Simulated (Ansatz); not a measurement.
# Relaxing a trial structure of AlH5Si2

The starting geometry of this gas-phase singlet was optimised with GFN2-xTB.

```xyz
8

Al   -0.0579   -1.6586   -0.8652
Si   -2.2058   -1.0688   -1.6108
Si   -2.0149    1.1199   -0.7861
H     1.4129   -2.0487   -0.2383
H    -2.6711   -1.7480   -0.2822
H    -3.2300    1.9003   -1.0751
H    -0.9489    1.8115   -1.5355
H    -1.7297    1.4371    0.6202
```

Predict what it relaxes into with B3LYP-D3(BJ)/def2-SVP.

A new bond forms, giving a structure with H5 bridging Al1 and Si2, given below by its coordinates. Distances that change by over a tenth: Al1–Si3 (3.40 → 2.66 Å). Contacts that close: Al1–H5 (2.68 → 1.90 Å).

The energy falls by 0.29 eV over 25 steps:

```csv
step,E − E(last) (eV)
1,0.293
4,0.168
6,0.166
9,0.119
12,0.089
14,0.073
17,0.024
20,0.002
22,0.000
25,0.000
```

Final geometry (Å):

```tsv
atom	x (Å)	y (Å)	z (Å)
Al	-0.3885	-1.2064	-0.7105
Si	-2.1432	-1.0791	-2.2221
Si	-1.9022	0.9715	-0.9477
H	0.4693	-1.5403	0.5802
H	-2.2148	-1.7233	-0.7102
H	-3.0860	1.4470	-0.1718
H	-1.3392	2.0918	-1.7539
H	-0.8408	0.7835	0.1629
```

Frequencies at the end are all real (lowest 142 cm⁻¹). Run with Ansatz 0.2.0, 98 s on 1 thread of Intel(R) Xeon(R) Processor @ 2.50GHz (Skylake/Cascade Lake), with other jobs on the host.
